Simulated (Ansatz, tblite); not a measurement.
**The cluster Au2I: rung by rung**

An exercise on one series of results from a longer session: the logs are not shown, and one member is left open.

The runs use Ansatz 0.2.0, Gaussian basis; as each input shows.

Plan: GFN1-xTB, GFN2-xTB, PBE-D4/def2-TZVP, r2SCAN-D4/def2-TZVP, LDA/def2-TZVP, LC-ωPBE/def2-TZVP, HSE06-D4/def2-TZVP, B3LYP-D4/def2-TZVP, revPBE-D4/def2-TZVP, PBE-D4/def2-SVP, PBE0-D4/def2-SVP, PBE0-D4/def2-TZVPD, PBE-D4/def2-TZVPD, r2SCAN-D4/def2-TZVPD, CCSD(T)/def2-SVP, MP2/def2-TZVP, RPA/def2-TZVP.

## The structure

The doublet was relaxed beforehand with PBE0-D4/def2-TZVP. At that level it is the lowest of the isomers that a small search found.

3 atoms, charge 0, spin multiplicity 2.

Bond lengths: Au1–Au2 2.571 Å, Au1–I3 2.526 Å. Angles: Au2–Au1–I3 141.0°.

Au, I take a core potential in the def2 sets. No spin-orbit coupling is included.

PBE0-D4/def2-TZVP was run before; its log isn't repeated, and its numbers join the tables.

Set-up of the first run:

Tight binding, by tblite at 300 K electronic temperature and without a spin-polarisation term:

```python
tblite.interface.Calculator('GFN1-xTB', numbers, positions, charge=0, uhf=1).singlepoint()
```

Tight binding, by tblite at 300 K electronic temperature and without a spin-polarisation term:

```python
tblite.interface.Calculator('GFN2-xTB', numbers, positions, charge=0, uhf=1).singlepoint()
```

start.molden holds the orbitals of an earlier run on this state, given as this run's starting guess.

Input file in.yaml:

```yaml
crystal:
  periodic: [false, false, false]
  atoms:
    - {symbol: Au, position_ang: [0.450738, -0.206175, -0.276399]}
    - {symbol: Au, position_ang: [1.041537, 0.344190, 2.164882]}
    - {symbol: I, position_ang: [-1.492275, -0.138005, -1.888483]}
basis:
  gaussian: {orbitals: def2-TZVP, initial_orbitals: start.molden}
magnetization: {spin_polarized: true, initial_magnetization: 1}
hamiltonian: {xc: pbe, dispersion: d4}
scf: {omitted_lower_state_checks: [starts]}
output: {orbitals: {seedname: orbitals}}
```

On the command line:

```bash
> ansatz run in.yaml --threads 4 --pin off --events-out ev --progress --plain --max-ram 3916MiB
```

Steps of the session up to this table: PBE-D4/def2-TZVP; r2SCAN-D4/def2-TZVP; LDA/def2-TZVP; LC-ωPBE/def2-TZVP; HSE06-D4/def2-TZVP; B3LYP-D4/def2-TZVP; revPBE-D4/def2-TZVP; PBE-D4/def2-SVP; PBE0-D4/def2-SVP; PBE0-D4/def2-TZVPD; PBE-D4/def2-TZVPD; r2SCAN-D4/def2-TZVPD; CCSD(T)/def2-SVP; MP2/def2-TZVP; RPA/def2-TZVP.

One table of the session follows, with a row left open; its other results are not shown here.

It belongs to the step «Levels side by side». 

| level | HOMO (eV) | LUMO (eV) | gap (eV) |
| --- | --- | --- | --- |
| LDA/def2-TZVP | -6.55 | -6.32 | 0.23 |
| PBE-D4/def2-SVP | -6.25 | -5.93 | 0.32 |
| PBE-D4/def2-TZVP | -6.31 | -5.96 | 0.36 |
| PBE-D4/def2-TZVPD | -6.31 | -5.95 | 0.36 |
| revPBE-D4/def2-TZVP | -6.23 | -5.84 | 0.39 |
| r2SCAN-D4/def2-TZVP | -6.51 | -5.89 | 0.61 |
| r2SCAN-D4/def2-TZVPD | ? | ? | ? |
| B3LYP-D4/def2-TZVP | -7.09 | -5.49 | 1.60 |
| PBE0-D4/def2-SVP | -7.21 | -5.26 | 1.95 |
| PBE0-D4/def2-TZVP | -7.23 | -5.26 | 1.98 |
| PBE0-D4/def2-TZVPD | -7.23 | -5.24 | 1.99 |
| HSE06-D4/def2-TZVP | -6.87 | -5.61 | 1.26 |
| LC-ωPBE/def2-TZVP | -9.33 | -3.23 | 6.10 |

Q: Estimate the row for r2SCAN-D4/def2-TZVPD from the others.

**Answer.** HOMO (eV): -6.50; LUMO (eV): -5.88; gap (eV): 0.62. In the column «HOMO (eV)» it lies between r2SCAN-D4/def2-TZVP (-6.51) and PBE-D4/def2-TZVP (-6.31).
